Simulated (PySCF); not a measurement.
Numbering as in the mapped SMILES `[SiH3:1][PH:2][SiH3:3]` (H(Xn): hydrogen on atom n).

[PySCF: σ from GIAO-CAM-B3LYP/pcSseg-2; geometry: PBE0-D3(BJ)/def2-SVP; isolated molecule; one computed conformer; fast rotation and ring inversion assumed for equivalent nuclei; no relativistic terms]

Shifts are taken against calculated references (same method and geometry level): TMS for $^{1}$H (σref 31.34), $^{29}$Si (σref 328.96); H3PO4 for $^{31}$P (σref 283.70).

| atoms | nucleus | count | δ (ppm) |
| --- | --- | --- | --- |
| Si1/Si3 | $^{29}$Si | 2 | ? |
| H(P2) | $^{1}$H | 1 | 0.92 |
| P2 | $^{31}$P | 1 | ? |
| H(Si1)/H(Si3) | $^{1}$H | 6 | 4.09 |

Problem. Estimate the values marked ?.

Solution. 
- Si1/Si3: -72.6 ppm, silicon bonded to P, 3 H
- P2: -328.5 ppm, phosphorus bonded to 2 Si, H

Experimental scales use liquid or dissolved standards, which lie at an offset from isolated H3PO4.
